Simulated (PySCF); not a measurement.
## How good is the calculation?

Numbering as in the mapped SMILES `[F:1][c:2]1[cH:3][cH:4][cH:5][cH:6][cH:7]1`. Each H is labelled by its parent atom.

Published estimates (parent shift plus substituent increments) and measurements: δ ¹H H(C4)/H(C6) 7.27; H(C5) 7.05; H(C3)/H(C7) 6.99 ppm (measured; solution, CCl4, 325 K; Shapiro, Mohrmann, J. Phys. Chem. Ref. Data 1977, 6, 919).
δ ¹H H(C4)/H(C6) 7.25; H(C5) 7.04; H(C3)/H(C7) 6.97 ppm (measured; solution, CCl4, 311 K; Shapiro, Mohrmann, J. Phys. Chem. Ref. Data 1977, 6, 919).
δ ¹H H(C4)/H(C6) 7.39; H(C5) 7.18; H(C3)/H(C7) 7.10 ppm (measured; solution, acetone, 325 K; Shapiro, Mohrmann, J. Phys. Chem. Ref. Data 1977, 6, 919).
δ ¹³C C2 163.3; C4/C6 129.9; C5 124.0; C3/C7 115.6 ppm (estimated from measurements, as parent shift plus tabulated substituent increment; solution, CCl4; Levy, Lichter, Nelson pp. 111-112; Breitmaier, Voelter pp. 256-258, as tabulated by Wired Chemist).
δ ¹³C C2 162.2 ppm (measured; solution, DMSO-d6; Viesser, Ducati, Tormena, Autschbach, PCCP 2018 (ESI)).
δ ¹³C C2 163.1 ppm (measured; solution, CDCl3; Viesser, Ducati, Tormena, Autschbach, PCCP 2018 (ESI)).

- shielding tensors at PBE0/pcSseg-1 (GIAO)
- structure optimised with GFN2-xTB
- run in PySCF 2.14
- averaged over atoms made equivalent by symmetry, fast rotation or ring inversion, single conformer, in vacuum, non-relativistic

(1) Set the calculated values beside the experiment.

(2) How far are the unscaled ¹H shifts from the references?

(3) How far are the unscaled ¹³C shifts from the references?

Results:

(1) 
Reference values: measured (solution, CCl4, 325 K; Shapiro, Mohrmann, J. Phys. Chem. Ref. Data 1977, 6, 919).
| atoms | quantity | reference | computed | computed, scaled |
| --- | --- | --- | --- | --- |
| H(C4)/H(C6) | δ ¹H | 7.27 | 7.66 | 7.33 |
| H(C5) | δ ¹H | 7.05 | 7.39 | 7.07 |
| H(C3)/H(C7) | δ ¹H | 6.99 | 7.37 | 7.05 |

Reference values: measured (solution, CCl4, 311 K; Shapiro, Mohrmann, J. Phys. Chem. Ref. Data 1977, 6, 919).
```
      atoms  quantity  reference  computed  computed, scaled
H(C4)/H(C6)      δ ¹H       7.25      7.66              7.33
      H(C5)      δ ¹H       7.04      7.39              7.07
H(C3)/H(C7)      δ ¹H       6.97      7.37              7.05
```

Reference values: measured (solution, acetone, 325 K; Shapiro, Mohrmann, J. Phys. Chem. Ref. Data 1977, 6, 919).
```json
{"atoms": "H(C4)/H(C6)", "quantity": "δ ¹H", "reference": "7.39", "computed": "7.66", "computed, scaled": "7.33"}
{"atoms": "H(C5)", "quantity": "δ ¹H", "reference": "7.18", "computed": "7.39", "computed, scaled": "7.07"}
{"atoms": "H(C3)/H(C7)", "quantity": "δ ¹H", "reference": "7.10", "computed": "7.37", "computed, scaled": "7.05"}
```

Reference values: estimated from measurements, as parent shift plus tabulated substituent increment (solution, CCl4; Levy, Lichter, Nelson pp. 111-112; Breitmaier, Voelter pp. 256-258, as tabulated by Wired Chemist).
| atoms | quantity | reference | computed | computed, scaled |
| --- | --- | --- | --- | --- |
| C2 | δ ¹³C | 163.3 | 173.1 | 167.1 |
| C4/C6 | δ ¹³C | 129.9 | 135.7 | 130.5 |
| C5 | δ ¹³C | 124.0 | 128.9 | 123.9 |
| C3/C7 | δ ¹³C | 115.6 | 121.4 | 116.5 |

Reference values: measured (solution, DMSO-d6; Viesser, Ducati, Tormena, Autschbach, PCCP 2018 (ESI)).
| atoms | quantity | reference | computed | computed, scaled |
| --- | --- | --- | --- | --- |
| C2 | δ ¹³C | 162.2 | 173.1 | 167.1 |

Reference values: measured (solution, CDCl3; Viesser, Ducati, Tormena, Autschbach, PCCP 2018 (ESI)).
```json
{"atoms": "C2", "quantity": "δ ¹³C", "reference": "163.1", "computed": "173.1", "computed, scaled": "167.1"}
```

Computed shifts are σ(ref) − σ with the named reference compound (TMS for H and C) calculated as an isolated molecule at the same level. The measured values may be among those fitted. Shieldings were converted by linear fits to measured shifts (mostly CDCl3, TMS scale, for H and C): ¹H: δ = 30.01 − 0.943σ (rms 0.16 ppm, 131 shifts, 0.17 ppm with the 2 outliers that the fit left out); ¹³C: δ = 180.61 − 0.978σ (rms 2.1 ppm, 210 shifts, 2.3 ppm with the 2 outliers that the fit left out). A few per cent of atoms miss by over 2 rms, more outside the fitted compound classes.

(2) Mean signed difference +0.34 ppm, mean absolute 0.34 ppm over 9 comparisons; the largest is +0.41 ppm at H(C4)/H(C6) (hydrogen on an aromatic CH).

(3) Mean signed difference +7.87 ppm, mean absolute 7.87 ppm over 6 comparisons; the largest is +10.9 ppm at C2 (aromatic carbon bearing fluorine).

15 of the 55 published NMR values on file for this molecule are compared. The rest: values from further sources, values whose atom or origin is in doubt.
